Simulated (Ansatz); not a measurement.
**A basis-limit estimate, worked out**

An elementary step of CH$_{3}$ClF (charge -1), closed shell ([CH₃Cl ([CH3][Cl]) + F]⁻ → [CH₃F ([CH3][F]) + Cl]⁻; Cl–C broken or loosened, C–F formed or tightened). “Start” and “end” are the PBE0-D4/def2-TZVPD structures reached by relaxing down either side of its saddle point, with the molecules still in contact.

Computed with Ansatz 0.2.0 (basis: def2-TZVPPD and def2-QZVPPD); correlated methods freeze the cores.

Energies in eV:

| quantity | end | start |
| --- | --- | --- |
| Hartree–Fock, triple zeta (X = 3) | -16290.88315 | -16289.26974 |
| Hartree–Fock, quadruple zeta (X = 4) | -16291.36620 | -16289.74718 |
| MP2 correlation, X = 3 | -17.49400 | -18.04959 |
| MP2 correlation, X = 4 | -18.97829 | -19.52912 |
| CCSD(T) correlation, X = 3 | -18.98192 | -19.46681 |

Task: Work out the step energy at the basis limit: extrapolate Hartree–Fock as E(X) = E∞ + A exp(−7.88 √X) and the MP2 correlation as E(X) = E∞ + B X^−2.97 (the exponents that Neese and Valeev fitted for def2-TZVPP and QZVPP, reused here for the diffuse sets), then add CCSD(T) − MP2 in triple zeta.

Result: Each step is linear, so take the differences first (end − start): Hartree–Fock -1.61341 (X = 3) and -1.61902 (X = 4); MP2 correlation 0.55559 and 0.55083; CCSD(T) correlation 0.48489.
Two points give E∞ = E(4) + w [E(4) − E(3)], with w = 1/(exp(7.88 (2 − √3)) − 1) = 0.1377 for Hartree–Fock and w = 1/((4/3)^2.97 − 1) = 0.7407 for the correlation.
Hartree–Fock: -1.61902 + 0.1377 × (-0.00561) = -1.6198 eV.
MP2 correlation: 0.55083 + 0.7407 × (-0.00476) = 0.5473 eV.
CCSD(T) − MP2: 0.48489 − 0.55559 = -0.0707 eV.
Sum: -1.6198 + 0.5473 + (-0.0707) = -1.1432 eV, or -26.36 kcal/mol. Plain CCSD(T) in triple zeta gives -1.1285 eV, so the larger basis shifts the result by -0.0147 eV.

The T1 diagnostic stays at or below 0.019.

Labels in which every atom is bracketed show which atoms are joined, not bond orders.

For scale, one of the runs: CCSD(T)/def2-TZVPPD, 179 basis functions, launched by `ansatz run in.yaml --threads 2 --pin off --events-out ev --progress --plain --max-ram 4352MiB`. Hardware: 2 CPU threads of an Arm Neoverse V2, shared host. Wall time 39 s; peak host memory 1.7 GiB.
